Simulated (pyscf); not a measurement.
Single points on ωB97X-D3(BJ)/def2-SVP structures (PySCF, gas phase).

Problem. methane (CH₄) + H₃C–B(CH₃)–Cl → H₃C–B(CH₃)–CH₃ + hydrogen chloride (HCl)
Surface: singlet. Broken: C–H, B–Cl. Formed: B–C, Cl–H. Give ΔE‡ and ΔE from ωB97M-D3(BJ)/def2-TZVP, relative to the separated reactants.

Solution. ΔE‡ = 182.1 kJ/mol, ΔE = +106.3 kJ/mol. Zero-point energy shifts the barrier by -1.2 kJ/mol. It is a four-centre exchange, with an imaginary mode of 996i cm⁻¹. This is the saddle that the search found; another between the same sides may lie lower.
